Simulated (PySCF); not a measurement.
# Magnetisability: `[C-]#[S+]`, CS

Geometry:
```
atom   x (Å)   y (Å)   z (Å)
  C1   0.763  -0.001  -0.002
  S2  -0.772   0.007  -0.012
```

Level of theory: GIAO B3LYP/aug-pcSseg-1 magnetisability, rotational g tensor and spin-rotation constants, non-relativistic, gas phase in PySCF. Geometry: PBE0-D3(BJ)/def2-SVP.

What are the magnetisability and the molar susceptibility?

Isotropic -288 × 10⁻³⁰ J/T², or -17.3 × 10⁻⁶ cm³/mol; principal values -544, -160, -160 × 10⁻³⁰ J/T², anisotropy 384 × 10⁻³⁰ J/T² (root of half the summed squared differences of the principal values). The susceptibility is in cgs units.

Split it along the inertial axes a, b, c into diamagnetic and paramagnetic parts about the centre of mass, with the quadrupole moment.


```
axis  χ (10⁻⁶ cm³/mol)  diamagnetic (10⁻⁶ cm³/mol)  paramagnetic (10⁻⁶ cm³/mol)  summed x² of all electrons (Å²)  quadrupole Θ (D Å)
   a             -32.8                       -32.8                          0.0                             14.6               -2.19
   b              -9.6                       -78.3                         68.7                              3.9               +1.09
   c              -9.6                       -78.3                         68.7                              3.9               +1.09
```
Anisotropies 2χaa − χbb − χcc = -46.3 and 2χbb − χaa − χcc = +23.2 × 10⁻⁶ cm³/mol. Θ is traceless in Buckingham's convention.

And the rotational g tensor?


| axis | rotational constant (GHz) | g | nuclear part | electronic part |
| --- | --- | --- | --- | --- |
| b | 24.5784 | -0.2896 | 0.5038 | -0.7934 |
| c | 24.5784 | -0.2896 | 0.5038 | -0.7934 |

Linear; isotopes 12C, 32S; no vibrational averaging.
